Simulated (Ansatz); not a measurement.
Basis-set extrapolation for C2H7Si (`C[SiH]C`) radical (PBE0-D4/def2-TZVP geometry, frozen core, the Gaussian-basis code of Ansatz). Multiplicity 2, UHF reference.

```tsv
	def2-TZVPP	def2-QZVPP
HF	-368.760455	-368.773402
MP2 correlation	-0.467029	-0.497261
CCSD(T) correlation	-0.530576	not run
```

Energies in hartree. Use E(X) = E(∞) + A·exp(−7.88·√X) for Hartree–Fock and E(X) = E(∞) + B·X^(−2.97) for correlation, with X = 3 and 4, and add CCSD(T) minus MP2 of the smaller set to the MP2 limit.

Q: What is the CCSD(T) energy at the basis-set limit?

A: HF limit: -368.773402 + (-0.012947) × 0.13774 = -368.77519. MP2 limit: -0.497261 + (-0.030232) × 0.74074 = -0.51966. Higher-order term: -0.530576 − (-0.467029) = -0.06355. Total: -369.35840 hartree, 42.3 kcal/mol below CCSD(T)/def2-TZVPP.
